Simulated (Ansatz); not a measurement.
Ansatz (an electronic-structure program) input:

Ansatz 0.2 input:
```yaml
crystal:
  periodic: [false, false, false]
  atoms:
    - {symbol: C, position_ang: [0.00050689, -0.00132078, 0.55496514]}
    - {symbol: F, position_ang: [-0.01645668, 1.26857246, -0.12029224]}
    - {symbol: F, position_ang: [1.10642385, -0.61968926, -0.12581178]}
    - {symbol: F, position_ang: [-1.09030510, -0.64800268, -0.12387274]}
basis:
  gaussian:
    orbitals: aug-cc-pVTZ
total_charge: -1
magnetization: {spin_polarized: false}
correlation: {method: ccsd_t, electrons: outside_noble_gas}
```

Which total energy does the run end on?

-337.26307 Eh (CCSD(T)/aug-cc-pVTZ). The basis has 184 functions. The run takes around 40 core-seconds (rough).

It need not be the lowest isomer of its formula. Whether it binds its extra electron was not tested at this geometry.
